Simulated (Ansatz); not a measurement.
# HSeGe, quartet: the ladder up to UCCSDTQ

Geometry: that of the HSeGe, doublet, kept fixed. The doublet lies 2.6 eV lower here.

```xyz
3

Ge    0.0000   -0.4514    1.6394
Se    0.0000   -0.5019   -0.6961
H     0.0000    0.9534   -0.9433
```

Basis cc-pVDZ; Ansatz 0.2.0. Only valence electrons are correlated (noble-gas cores and the filled d shells of p-block atoms frozen), which leaves 11 electrons in 31 orbitals. Prefix R: restricted or restricted open-shell reference; prefix U: unrestricted. Active spaces: valence = (11e, 9o) chosen from the atoms' valence shells. No spin–orbit coupling is included, and no scalar relativity.

Full CI isn't at hand for all of this; UCCSDTQ serves as the reference, and is uncertain by about the last step of the cluster series. The frozen core follows each run's orbitals, which can shift R against U totals by a few meV for light atoms and by up to 0.1 eV past Ca.

* UHF ⟨S²⟩: 3.767
* T1 diagnostic (RCCSD): 0.0328
* largest doubles amplitude (RCCSD): 0.067
* T1 diagnostic (UCCSD): 0.0229

| level | E − E(RHF) (eV) |
| --- | --- |
| UHF | -0.1128 |
| UMP2 | -4.3428 |
| UCCSD | -5.1007 |
| UCCSD(T) | -5.2479 |

**Question.** Estimate how far UCCSDTQ in cc-pVDZ lies from UCCSD(T). The table doesn't fix it; the size of (T) and the diagnostics are the guide.

**Answer.** UCCSDTQ in cc-pVDZ lies 1.29 mEh below UCCSD(T), which is 24 % of the (T) step (-5.41 mEh). T1 is raised, but (T) still catches most of what CCSD lacks.

The other levels:

```csv
level,E − E(UCCSDTQ) (mEh),share of correlation (%),wall time
UCCSDT,0.41,99.79,–
UCCSDT(Q),0.00,100.00,27 s
```

The correlation energy at UCCSDTQ, counted from RHF, is -5.283 eV. That run took 67 s on 2 threads of AMD EPYC 7R13 with a shared H100 80 GB, shared host.

Run but not shown, since their state or frozen core can't be matched to the reference's or they repeat it: RHF, RMP2, CISD, RCCSD, RCCSD(T), BCCD(T), RCCSDT, RCCSDT(Q), RCCSDTQ, CASSCF (valence space), NEVPT2 (valence space), MRCISD (valence space), MRCISD+Q (valence space).

Times hold each run's SCF and search for its determinant on a shared host, so for small cases they say little of a method's own cost; they ran on 1 thread of AMD EPYC 7R13.

Natural occupations of CASSCF (valence space) about the gap: 1.995 1.971 1.968 1.004 1.003 1.000 0.036 0.027; effectively unpaired electrons, Σ n²(2−n)², 3.02.
